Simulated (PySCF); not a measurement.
Bond length, frequency and bond energy of N₂ by level of theory

State: ¹Σg⁺ (singlet), closed shell. Set-up: basis N def2-SVP; no relativity; PySCF 2.14. De refers to N + N in their high-spin ground configurations, without counterpoise correction.

| Level | Re (Å) | ωe (cm⁻¹) | De (eV) |
| --- | --- | --- | --- |
| RHF | 1.074 | 2792 | 4.93 |
| RHF-MP2 | 1.122 | 2236 | 9.55 |
| RHF-SCS-MP2 | 1.118 | 2286 | 9.52 |
| RHF-CCSD | 1.106 | 2462 | 8.75 |
| RHF-CCSD(T) | 1.112 | 2397 | 9.05 |
| PBE | 1.112 | 2394 | 10.56 |
| PBEsol | 1.110 | 2409 | 10.83 |
| PW91 | 1.111 | 2396 | 10.52 |
| r²SCAN | 1.103 | 2472 | 9.44 |
| r²SCANh | 1.098 | 2514 | 9.21 |
| PBE0 | 1.098 | 2529 | 9.72 |
| ωB97X | 1.097 | 2550 | 9.73 |

Task: What are the measured Re and ωe, and which levels come closest?

Result: Re = 1.097685 Å and ωe = 2358.57 cm⁻¹ (Huber and Herzberg, Constants of Diatomic Molecules (1979)). Closest are PBE0 for the length (off by 0.000 Å) and PBE for the frequency (off by 1.5 %).

```tsv
Level	error in Re (pm)	error in ωe (%)
RHF	-2.4	18.4
RHF-MP2	2.5	-5.2
RHF-SCS-MP2	2.1	-3.1
RHF-CCSD	0.8	4.4
RHF-CCSD(T)	1.4	1.6
PBE	1.4	1.5
PBEsol	1.3	2.1
PW91	1.3	1.6
r²SCAN	0.5	4.8
r²SCANh	0.1	6.6
PBE0	0.0	7.2
ωB97X	-0.1	8.1
```

Correlated steps freeze 2 core orbitals. Correlated levels converge slowly with the basis: in double zeta they bind strong bonds too weakly, by up to about 1 eV, and carry superposition errors of some tenths. Where the molecule has an RHF reference, its open-shell atoms are computed with UHF.
